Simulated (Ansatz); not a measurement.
# Which is lower?

Two relaxed structures of AlBH2Cl, doublet (PBE0-D4/def2-TZVP; forces vanish, vibrations not checked).

A:

```xyz
5
angstrom
B -0.6069 0.5519 -0.3985
Al 2.1915 -1.5359 1.3353
Cl -0.0039 -1.0058 0.2238
H -1.6926 0.4999 -0.8741
H 0.1119 1.4898 -0.2865
```

B:

| atom | x (Å) | y (Å) | z (Å) |
| --- | --- | --- | --- |
| B1 | 0.5608 | 0.5305 | -0.1188 |
| Al2 | -0.5698 | -1.2223 | -0.0349 |
| Cl3 | 0.0125 | 1.8457 | -1.1508 |
| H4 | -1.7461 | -1.7212 | 0.9204 |
| H5 | 1.6580 | 0.6523 | 0.3426 |

Ansatz 0.2.0; basis: def2-TZVPP; cores frozen in the correlated methods; orbitals are unrestricted. B3LYP uses VWN-RPA correlation.

Q: Which structure is lower at CCSD(T), and by how much? (Judge from chemistry; the value comes from the calculation.)

A: Computed: B, by 51.1 kJ/mol (electronic energy, against the other). By their contacts, A is AlBH₂Cl ([BH2][Cl][Al]) and B is AlBH₂Cl ([AlH][BH][Cl]).

All methods give the same order:

```csv
method,E(B) − E(A) (kJ/mol)
PBE-D4,-26.4
r2SCAN-D4,-45.5
PBE0-D4,-42.7
B3LYP-D4,-30.0
wB97M-V,-42.4
HF,-48.4
MP2,-52.8
CCSD,-49.3
CCSD(T),-51.1
```

The T1 diagnostic stays at or below 0.025. ⟨S²⟩ of the unrestricted Hartree–Fock references: 0.79 to 0.80 (a pure state has 0.75).

Labels in which every atom is bracketed show which atoms are joined, not bond orders.

For scale, one of the runs: CCSD(T)/def2-TZVPP, 143 basis functions, launched by `ansatz run in.yaml --threads 2 --pin off --events-out ev --progress --plain --max-ram 4352MiB`. Hardware: 2 CPU threads of an Arm Neoverse V1, shared host. Wall time 47 s; peak host memory 1.7 GiB.
